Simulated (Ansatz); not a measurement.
For hcp Co, RPBE (Ansatz, an electronic-structure program, plane waves, PAW) gives:

- lattice parameter a = 2.516 Å
- lattice parameter c = 4.072 Å
- magnetic moment = 1.64 μB

Problem. What does r²SCANh (plane waves, PAW; Ansatz) give for the same quantities?

Solution. 
- lattice constant a: 2.461 Å (falls by 2.2 %)
- lattice parameter c: 4.025 Å (drops by 1.2 %)
- magnetic moment: 1.77 μB (goes up by 0.13 μB)

For comparison: lattice constant a 2.507 Å (measured, 293 K, not corrected to a static lattice; as tabulated in Wikipedia's data pages); lattice parameter c 4.07 Å (measured, 293 K, no zero-point or thermal correction; as tabulated in Wikipedia's data pages).

Changes are worked out from the printed values.

Unless a cell is named, each level is at its own relaxed cell (RPBE 11.16, r²SCANh 10.56 Å³/atom).

Spin-polarised runs: RPBE (parallel moments), r²SCANh (parallel moments).

Ansatz's density-functional and Hartree–Fock values are scalar-relativistic unless marked +SOC, with PAW data made under PBE.
